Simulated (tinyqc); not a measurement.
Worked calculation (part 2 of 2): MP2 on RHF in the sto-6g basis, for NH3, spin multiplicity 1. Computed by tinyqc, a small Python program that keeps every step (integrals from PySCF). Command: `OMP_NUM_THREADS=1 python tinyqc.py 21363 21364 out.jsonl` (the two numbers bound the seeds that draw the settings). One thread of a shared host (Intel(R) Xeon(R) Processor @ 2.60GHz), about 0.3 s of CPU time with the checks.

Geometry (angstrom):
```
atom          x          y         z
N      0.000000   0.000000  0.091000
H      1.084000   0.000000  0.000000
H     -0.542000   0.939000  0.000000
H     -0.542000  -0.939000  0.000000
```

## Iteration 8 (converged): orbitals

converged F (hartree), order 1N 1s, 1N 2s, 1N 2px, 1N 2py, 1N 2pz, 2H 1s, 3H 1s, 4H 1s:
$$\begin{pmatrix}
-15.459610 & -3.734101 & -0.000004 & 0.000000 & 0.006717 & -0.829332 & -0.828958 & -0.828958 \\
-3.734101 & -1.774964 & -0.000067 & 0.000000 & 0.021864 & -0.763429 & -0.763206 & -0.763206 \\
-0.000004 & -0.000067 & -0.261214 & 0.000000 & 0.000009 & -0.434931 & 0.217394 & 0.217394 \\
0.000000 & 0.000000 & 0.000000 & -0.261178 & 0.000000 & 0.000000 & -0.376627 & 0.376627 \\
0.006717 & 0.021864 & 0.000009 & 0.000000 & -0.301809 & 0.047514 & 0.047502 & 0.047502 \\
-0.829332 & -0.763429 & -0.434931 & 0.000000 & 0.047514 & -0.430432 & -0.218689 & -0.218689 \\
-0.828958 & -0.763206 & 0.217394 & -0.376627 & 0.047502 & -0.218689 & -0.430250 & -0.218572 \\
-0.828958 & -0.763206 & 0.217394 & 0.376627 & 0.047502 & -0.218689 & -0.218572 & -0.430250
\end{pmatrix}$$

X, order 1N 1s, 1N 2s, 1N 2px, 1N 2py, 1N 2pz, 2H 1s, 3H 1s, 4H 1s:
$$\begin{pmatrix}
-0.319813 & 0.000284 & 0.000000 & 0.868882 & 0.434936 & -0.000056 & 0.000000 & 0.151370 \\
1.343124 & -0.000904 & 0.000000 & -0.027335 & 0.064980 & -0.000109 & 0.000000 & 0.450300 \\
0.000895 & 1.011404 & 0.000000 & -0.000008 & 0.000005 & 0.630984 & 0.000000 & 0.000097 \\
0.000000 & 0.000000 & 1.011394 & 0.000000 & 0.000000 & 0.000000 & 0.630946 & 0.000000 \\
-0.094581 & 0.000055 & 0.000000 & -0.462048 & 0.884232 & 0.000003 & 0.000000 & -0.031819 \\
-0.614996 & -0.953430 & 0.000000 & -0.146989 & -0.073498 & 0.445972 & 0.000000 & 0.303695 \\
-0.613753 & 0.477351 & -0.825969 & -0.147042 & -0.073525 & -0.223082 & 0.386295 & 0.303572 \\
-0.613753 & 0.477351 & 0.825969 & -0.147042 & -0.073525 & -0.223082 & -0.386295 & 0.303572
\end{pmatrix}$$

Diagonalise F' = X^T F X, C = X C', fill 5 alpha and 5 beta electrons from the bottom; D = 2 C_occ C_occ^T. Each column has its largest component positive (the first on a tie).

F' = X^T F X (hartree):
$$\begin{pmatrix}
0.252362 & 0.000534 & 0.000000 & 1.375892 & 0.670113 & -0.000010 & 0.000000 & 0.106950 \\
0.000534 & 0.702588 & 0.000000 & -0.001567 & -0.000776 & 0.066700 & 0.000000 & -0.000256 \\
0.000000 & 0.000000 & 0.702521 & 0.000000 & 0.000000 & 0.000000 & 0.066671 & 0.000000 \\
1.375892 & -0.001567 & 0.000000 & -10.984365 & -5.586279 & 0.001024 & 0.000000 & -3.799935 \\
0.670113 & -0.000776 & 0.000000 & -5.586279 & -3.223008 & 0.000539 & 0.000000 & -1.993293 \\
-0.000010 & 0.066700 & 0.000000 & 0.001024 & 0.000539 & -0.534341 & 0.000000 & 0.000387 \\
0.000000 & 0.000000 & 0.066671 & 0.000000 & 0.000000 & 0.000000 & -0.534330 & 0.000000 \\
0.106950 & -0.000256 & 0.000000 & -3.799935 & -1.993293 & 0.000387 & 0.000000 & -2.321600
\end{pmatrix}$$

orbital energies (hartree): MO1 -15.462580, MO2 -1.006737, MO3 -0.537927, MO4 -0.537914, MO5 -0.303475, MO6 0.496180, MO7 0.706105, MO8 0.706175

coefficients C, order 1N 1s, 1N 2s, 1N 2px, 1N 2py, 1N 2pz, 2H 1s, 3H 1s, 4H 1s:
$$\begin{pmatrix}
0.996207 & -0.212294 & 0.000025 & 0.000000 & -0.021219 & -0.177119 & 0.000000 & -0.000111 \\
0.018489 & 0.764187 & -0.000136 & 0.000000 & 0.113525 & 1.189332 & 0.000000 & 0.000854 \\
0.000001 & 0.000069 & 0.575771 & 0.000000 & 0.000012 & -0.000508 & 0.000000 & 1.043823 \\
0.000000 & 0.000000 & 0.000000 & 0.575754 & 0.000000 & 0.000000 & 1.043800 & 0.000000 \\
-0.000815 & -0.030796 & -0.000014 & 0.000000 & 0.993056 & -0.134918 & 0.000000 & -0.000089 \\
-0.003608 & 0.167543 & 0.496580 & 0.000000 & -0.035930 & -0.682934 & 0.000000 & -0.928986 \\
-0.003606 & 0.167474 & -0.248328 & 0.430068 & -0.035949 & -0.683641 & -0.804046 & 0.463810 \\
-0.003606 & 0.167474 & -0.248328 & -0.430068 & -0.035949 & -0.683641 & 0.804046 & 0.463810
\end{pmatrix}$$

D after iteration 8, order 1N 1s, 1N 2s, 1N 2px, 1N 2py, 1N 2pz, 2H 1s, 3H 1s, 4H 1s:
$$\begin{pmatrix}
2.075894 & -0.292445 & 0.000002 & 0.000000 & -0.030691 & -0.076776 & -0.076779 & -0.076779 \\
-0.292445 & 1.194424 & -0.000048 & 0.000000 & 0.178376 & 0.247642 & 0.247734 & 0.247734 \\
0.000002 & -0.000048 & 0.663026 & 0.000000 & 0.000005 & 0.571855 & -0.285938 & -0.285938 \\
0.000000 & 0.000000 & 0.000000 & 0.662986 & 0.000000 & 0.000000 & 0.495227 & -0.495227 \\
-0.030691 & 0.178376 & 0.000005 & 0.000000 & 1.974220 & -0.081688 & -0.081702 & -0.081702 \\
-0.076776 & 0.247642 & 0.571855 & 0.000000 & -0.081688 & 0.551932 & -0.187902 & -0.187902 \\
-0.076779 & 0.247734 & -0.285938 & 0.495227 & -0.081702 & -0.187902 & 0.551956 & -0.187878 \\
-0.076779 & 0.247734 & -0.285938 & -0.495227 & -0.081702 & -0.187902 & -0.187878 & 0.551956
\end{pmatrix}$$

Within a degenerate level the vectors are fixed only up to a rotation; this is one choice.

## Convergence

Stop when the energy changes by less than 1e-10 hartree and every element of the error matrix X^T (F D S - S D F) X is below 3e-06.

Course of the cycle:
```
iteration   E (hartree)     change  largest element of the error matrix
1          -55.72284495          -                             5.58e-01
2          -55.94212173  -2.19e-01                             1.42e-01
3          -55.95313512  -1.10e-02                             2.27e-02
4          -55.95396157  -8.26e-04                             6.14e-03
5          -55.95399212  -3.05e-05                             7.93e-04
6          -55.95399309  -9.65e-07                             1.74e-05
7          -55.95399309  -4.05e-10                             1.49e-07
8          -55.95399309  -7.11e-14                             3.77e-08
```

PySCF RHF in the same basis = -55.95399309 hartree

Converged in 8 iterations.

## Integrals over molecular orbitals

core Hamiltonian H = T + V (hartree), order 1N 1s, 1N 2s, 1N 2px, 1N 2py, 1N 2pz, 2H 1s, 3H 1s, 4H 1s:
$$\begin{pmatrix}
-25.896270 & -5.660565 & -0.000008 & 0.000000 & 0.003640 & -1.258130 & -1.257560 & -1.257560 \\
-5.660565 & -7.630136 & -0.000077 & 0.000000 & 0.040731 & -2.920582 & -2.919666 & -2.919666 \\
-0.000008 & -0.000077 & -6.416466 & 0.000000 & 0.000007 & -2.274940 & 1.136978 & 1.136978 \\
0.000000 & 0.000000 & 0.000000 & -6.416463 & 0.000000 & 0.000000 & -1.969821 & 1.969821 \\
0.003640 & 0.040731 & 0.000007 & 0.000000 & -6.251370 & 0.200839 & 0.200757 & 0.200757 \\
-1.258130 & -2.920582 & -2.274940 & 0.000000 & 0.200839 & -4.365644 & -0.849140 & -0.849140 \\
-1.257560 & -2.919666 & 1.136978 & -1.969821 & 0.200757 & -0.849140 & -4.365048 & -0.848682 \\
-1.257560 & -2.919666 & 1.136978 & 1.969821 & 0.200757 & -0.849140 & -0.848682 & -4.365048
\end{pmatrix}$$

Given earlier and not repeated: Two-electron integrals (ij|kl) in chemists' order.

(pq|rs) = sum C_ip C_jq C_kr C_ls (ij|kl), one index at a time.

one-electron integrals over orbitals h = C^T H C (hartree):
$$\begin{pmatrix}
-25.883278 & 0.457029 & -0.000058 & 0.000000 & 0.042566 & 0.382526 & 0.000000 & 0.000238 \\
0.457029 & -6.284822 & -0.000023 & 0.000000 & -0.060184 & -1.269183 & 0.000000 & -0.000927 \\
-0.000058 & -0.000023 & -5.378999 & 0.000000 & 0.000038 & 0.000993 & 0.000000 & -1.368844 \\
0.000000 & 0.000000 & 0.000000 & -5.378796 & 0.000000 & 0.000000 & -1.368970 & 0.000000 \\
0.042566 & -0.060184 & 0.000038 & 0.000000 & -6.239318 & 0.136232 & 0.000000 & 0.000045 \\
0.382526 & -1.269183 & 0.000993 & 0.000000 & 0.136232 & -4.404852 & 0.000000 & 0.000230 \\
0.000000 & 0.000000 & 0.000000 & -1.368970 & 0.000000 & 0.000000 & -4.924651 & 0.000000 \\
0.000238 & -0.000927 & -1.368844 & 0.000000 & 0.000045 & 0.000230 & 0.000000 & -4.924633
\end{pmatrix}$$

Two-electron integrals over orbitals (pq|rs), unique and non-zero (hartree):
```
(11|11) 4.143212    (21|11) -0.355981   (21|21) 0.048887    (22|11) 0.844633
(22|21) -0.011818   (22|22) 0.587645    (31|11) 0.000044    (31|21) -4.84e-06
(31|22) 0.000005    (31|31) 0.008880    (32|11) -0.000009   (32|21) 2.88e-06
(32|22) 0.000034    (32|31) 0.014157    (32|32) 0.121695    (33|11) 0.686503
(33|21) -0.003770   (33|22) 0.538333    (33|31) 0.002728    (33|32) 0.049939
(33|33) 0.563486    (41|41) 0.008879    (42|41) 0.014156    (42|42) 0.121671
(43|41) -0.002732   (43|42) -0.049963   (43|43) 0.046039    (44|11) 0.686466
(44|21) -0.003770   (44|22) 0.538289    (44|31) -0.002729   (44|32) -0.049953
(44|33) 0.471449    (44|44) 0.563477    (51|11) -0.036227   (51|21) 0.004252
(51|22) -0.003433   (51|31) -7.78e-07   (51|32) -4.64e-08   (51|33) -0.001054
(51|44) -0.001054   (51|51) 0.023231    (52|11) 0.020122    (52|21) -0.001907
(52|22) -0.004327   (52|31) 5.43e-08    (52|32) -1.32e-07   (52|33) -0.000395
(52|44) -0.000397   (52|51) 0.026551    (52|52) 0.116777    (53|11) -0.000010
(53|21) 4.44e-07    (53|22) -2.69e-06   (53|31) 0.000752    (53|32) -0.001084
(53|33) -0.002594   (53|44) 0.002591    (53|51) -3.25e-06   (53|52) -0.000011
(53|53) 0.024213    (54|41) 0.000752    (54|42) -0.001086   (54|43) 0.002594
(54|54) 0.024211    (55|11) 0.966079    (55|21) -0.009644   (55|22) 0.628480
(55|31) 1.07e-06    (55|32) -3.12e-06   (55|33) 0.542922    (55|44) 0.542899
(55|51) 0.004338    (55|52) 0.027933    (55|53) -0.000008   (55|55) 0.763514
(61|11) -0.314887   (61|21) 0.043929    (61|22) -0.010064   (61|31) -0.000012
(61|32) -0.000010   (61|33) -0.003157   (61|44) -0.003153   (61|51) 0.001664
(61|52) -0.004072   (61|53) -5.92e-09   (61|55) -0.007966   (61|61) 0.039715
(62|11) 0.317304    (62|21) -0.010609   (62|22) 0.110281    (62|31) -4.93e-06
(62|32) -0.000030   (62|33) 0.065850    (62|44) 0.065835    (62|51) -0.004181
(62|52) -0.005909   (62|53) -3.95e-06   (62|55) 0.157866    (62|61) -0.008792
(62|62) 0.081530    (63|11) -0.000219   (63|21) 4.80e-06    (63|22) -0.000096
(63|31) 0.004675    (63|32) -0.030564   (63|33) -0.038216   (63|44) 0.038108
(63|51) 2.85e-07    (63|52) -0.000006   (63|53) 0.003622    (63|55) -0.000117
(63|61) 7.04e-09    (63|62) -0.000077   (63|63) 0.065131    (64|41) 0.004672
(64|42) -0.030613   (64|43) 0.038190    (64|54) 0.003627    (64|64) 0.065212
(65|11) -0.028175   (65|21) -0.000724   (65|22) -0.018170   (65|31) -1.05e-06
(65|32) -0.000007   (65|33) -0.008048   (65|44) -0.008040   (65|51) 0.020220
(65|52) 0.072057    (65|53) -0.000021   (65|55) -0.008364   (65|61) -0.002557
(65|62) -0.017162   (65|63) 0.000010    (65|65) 0.052229    (66|11) 0.665787
(66|21) -0.009778   (66|22) 0.488523    (66|31) -0.000012   (66|32) -0.000114
(66|33) 0.474629    (66|44) 0.474745    (66|51) -0.006082   (66|52) -0.017794
(66|53) 0.000006    (66|55) 0.498741    (66|61) -0.007827   (66|62) 0.047195
(66|63) 0.000029    (66|65) -0.017050   (66|66) 0.464895    (71|41) 0.013660
(71|42) 0.020218    (71|43) -0.003570   (71|54) 0.001167    (71|64) 0.006855
(71|71) 0.021076    (72|41) 0.011748    (72|42) 0.035054    (72|43) 0.013323
(72|54) 0.005328    (72|64) 0.041485    (72|71) 0.017088    (72|72) 0.057022
(73|41) 0.002302    (73|42) 0.042806    (73|43) -0.015911   (73|54) -0.002403
(73|64) -0.031685   (73|71) 0.003593    (73|72) -0.002041   (73|73) 0.035267
(74|11) 0.308604    (74|21) -0.005521   (74|22) 0.120185    (74|31) 0.002304
(74|32) 0.042807    (74|33) 0.093130    (74|44) 0.061318    (74|51) 0.000113
(74|52) 0.010529    (74|53) -0.002404   (74|55) 0.158726    (74|61) -0.004637
(74|62) 0.085108    (74|63) -0.031708   (74|65) -0.006913   (74|66) 0.043194
(74|74) 0.133370    (75|41) 0.001712    (75|42) 0.011829    (75|43) -0.004938
(75|54) 0.020833    (75|64) -0.004795   (75|71) 0.002561    (75|72) 0.004090
(75|73) 0.004584    (75|75) 0.024315    (76|41) 0.012263    (76|42) 0.105869
(76|43) -0.054197   (76|54) -0.004205   (76|64) -0.052086   (76|71) 0.017932
(76|72) 0.010229    (76|73) 0.051026    (76|75) 0.010165    (76|76) 0.117877
(77|11) 0.798993    (77|21) -0.008437   (77|22) 0.547004    (77|31) 0.000243
(77|32) -0.027586   (77|33) 0.482551    (77|44) 0.556397    (77|51) -0.000706
(77|52) 0.004274    (77|53) 0.003320    (77|55) 0.565958    (77|61) -0.006887
(77|62) 0.082267    (77|63) 0.040625    (77|65) -0.006961   (77|66) 0.487258
(77|74) 0.080333    (77|77) 0.581561    (81|11) -0.000201   (81|21) 0.000030
(81|22) -7.57e-07   (81|31) 0.013660    (81|32) 0.020219    (81|33) 0.003561
(81|44) -0.003568   (81|51) 1.36e-06    (81|52) -2.06e-06   (81|53) 0.001167
(81|55) -4.79e-06   (81|61) 0.000015    (81|62) -0.000015   (81|63) 0.006860
(81|65) -2.75e-06   (81|66) -0.000024   (81|74) 0.003592    (81|77) 0.000643
(81|81) 0.021076    (82|11) 0.000231    (82|21) -0.000006   (82|22) 0.000089
(82|31) 0.011747    (82|32) 0.035036    (82|33) -0.013295   (82|44) 0.013386
(82|51) -2.24e-06   (82|52) -5.01e-07   (82|53) 0.005329    (82|55) 0.000112
(82|61) -0.000015   (82|62) 0.000029    (82|63) 0.041491    (82|65) -0.000012
(82|66) 0.000027    (82|74) -0.001984   (82|77) 0.024112    (82|81) 0.017086
(82|82) 0.057021    (83|11) 0.308589    (83|21) -0.005522   (83|22) 0.120149
(83|31) -0.002303   (83|32) -0.042847   (83|33) 0.061302    (83|44) 0.093139
(83|51) 0.000114    (83|52) 0.010529    (83|53) 0.002399    (83|55) 0.158712
(83|61) -0.004633   (83|62) 0.085112    (83|63) 0.031600    (83|65) -0.006906
(83|66) 0.043303    (83|74) 0.065434    (83|77) 0.103998    (83|81) -0.003597
(83|82) 0.002117    (83|83) 0.133404    (84|41) 0.002307    (84|42) 0.042801
(84|43) -0.015892   (84|54) -0.002400   (84|64) -0.031646   (84|71) 0.003600
(84|72) -0.002010   (84|73) 0.032636    (84|75) 0.004583    (84|76) 0.051004
(84|84) 0.035234    (85|11) -0.000010   (85|21) -3.46e-07   (85|22) -4.60e-06
(85|31) 0.001712    (85|32) 0.011829    (85|33) 0.004929    (85|44) -0.004938
(85|51) 0.000013    (85|52) 0.000047    (85|53) 0.020832    (85|55) 3.74e-07
(85|61) -3.02e-06   (85|62) -0.000011   (85|63) -0.004787   (85|65) 0.000018
(85|66) -0.000021   (85|74) 0.004582    (85|77) -0.002893   (85|81) 0.002561
(85|82) 0.004089    (85|83) -0.004590   (85|85) 0.024313    (86|11) -0.000040
(86|21) -2.91e-07   (86|22) 0.000007    (86|31) 0.012264    (86|32) 0.105847
(86|33) 0.054101    (86|44) -0.054155   (86|51) -3.12e-06   (86|52) -0.000011
(86|53) -0.004198   (86|55) -0.000021   (86|61) -0.000011   (86|62) -0.000026
(86|63) -0.051971   (86|65) -0.000013   (86|66) -0.000140   (86|74) 0.050990
(86|77) -0.041655   (86|81) 0.017932    (86|82) 0.010240    (86|83) -0.051069
(86|85) 0.010159    (86|86) 0.117775    (87|41) 0.000249    (87|42) -0.027523
(87|43) 0.036907    (87|54) 0.003321    (87|64) 0.040682    (87|71) 0.000658
(87|72) 0.024054    (87|73) -0.011802   (87|75) -0.002886   (87|76) -0.041617
(87|84) -0.011778   (87|87) 0.040099    (88|11) 0.798996    (88|21) -0.008437
(88|22) 0.547023    (88|31) -0.000226   (88|32) 0.027716    (88|33) 0.556473
(88|44) 0.482473    (88|51) -0.000706   (88|52) 0.004274    (88|53) -0.003329
(88|55) 0.565963    (88|61) -0.006887   (88|62) 0.082285    (88|63) -0.040820
(88|65) -0.006966   (88|66) 0.487163    (88|74) 0.104049    (88|77) 0.501229
(88|81) -0.000630   (88|82) -0.023980   (88|83) 0.080242    (88|85) 0.002901
(88|86) 0.041752    (88|88) 0.581665
```

## Second-order Moller-Plesset energy

Hartree-Fock energy = -55.95399309 hartree

E2 = sum_ijab (ia|jb) [2 (ia|jb) - (ib|ja)] / (e_i + e_j - e_a - e_b) over occupied i, j and virtual a, b; the opposite-spin part is (ia|jb)^2 / denominator, the rest is same-spin, and SCS-MP2 scales them by 6/5 and 1/3.

Terms (the 40 largest of 117):
```
i  j  a  b    (ia|jb)    (ib|ja)  denominator       term
3  3  8  8   0.133404   0.133404    -2.488206  -0.007152
4  4  7  7   0.133370   0.133370    -2.488037  -0.007149
3  2  8  6   0.085112   0.041491    -2.747020  -0.003989
2  3  6  8   0.085112   0.041491    -2.747020  -0.003989
4  2  7  6   0.085108   0.041485    -2.746936  -0.003989
2  4  6  7   0.085108   0.041485    -2.746936  -0.003989
3  4  8  7   0.065434   0.032636    -2.488121  -0.002583
4  3  7  8   0.065434   0.032636    -2.488121  -0.002583
2  2  6  6   0.081530   0.081530    -3.005835  -0.002211
4  4  6  6   0.065212   0.065212    -2.068189  -0.002056
3  3  6  6   0.065131   0.065131    -2.068215  -0.002051
5  5  6  6   0.052229   0.052229    -1.599312  -0.001706
2  2  7  7   0.057022   0.057022    -3.425684  -0.000949
2  2  8  8   0.057021   0.057021    -3.425825  -0.000949
3  3  7  7   0.035267   0.035267    -2.488064  -0.000500
4  4  8  8   0.035234   0.035234    -2.488179  -0.000499
3  4  6  7  -0.031708  -0.031685    -2.278126  -0.000442
4  3  7  6  -0.031708  -0.031685    -2.278126  -0.000442
3  4  7  6  -0.031685  -0.031708    -2.278126  -0.000440
4  3  6  7  -0.031685  -0.031708    -2.278126  -0.000440
4  4  8  6  -0.031646  -0.031646    -2.278184  -0.000440
4  4  6  8  -0.031646  -0.031646    -2.278184  -0.000440
3  3  8  6   0.031600   0.031600    -2.278210  -0.000438
3  3  6  8   0.031600   0.031600    -2.278210  -0.000438
5  5  7  7   0.024315   0.024315    -2.019160  -0.000293
5  5  8  8   0.024313   0.024313    -2.019302  -0.000293
5  2  6  6  -0.017162  -0.017162    -2.302573  -0.000128
2  5  6  6  -0.017162  -0.017162    -2.302573  -0.000128
1  1  6  6   0.039715   0.039715   -31.917520  -0.000049
4  2  6  7   0.041485   0.085108    -2.746936   0.000032
2  4  7  6   0.041485   0.085108    -2.746936   0.000032
3  2  6  8   0.041491   0.085112    -2.747020   0.000032
2  3  8  6   0.041491   0.085112    -2.747020   0.000032
5  4  6  7  -0.006913  -0.004795    -2.043674  -0.000031
4  5  7  6  -0.006913  -0.004795    -2.043674  -0.000031
5  3  6  8  -0.006906  -0.004787    -2.043759  -0.000030
3  5  8  6  -0.006906  -0.004787    -2.043759  -0.000030
2  1  7  7   0.017088   0.017088   -17.881526  -0.000016
1  2  7  7   0.017088   0.017088   -17.881526  -0.000016
2  1  8  8   0.017086   0.017086   -17.881668  -0.000016
```

Pair energies (hartree; pair i-j sums ij and ji):
```
pair  opposite spin  same spin
1-1       -0.000077          0
2-1       -0.000074          0
2-2       -0.004110          0
3-1       -0.000011  -0.000015
3-2       -0.006533  -0.001385
3-3       -0.010580          0
4-1       -0.000011  -0.000015
4-2       -0.006532  -0.001386
4-3       -0.006062  -0.000865
4-4       -0.010584          0
5-1       -2.31e-06          0
5-2       -0.000280          0
5-3       -0.000106  -4.39e-06
5-4       -0.000107  -4.39e-06
5-5       -0.002291          0
```

MP2 correlation energy = -0.05103542 hartree

SCS-MP2 correlation energy = -0.05805744 hartree

MP2 total energy = -56.00502850 hartree
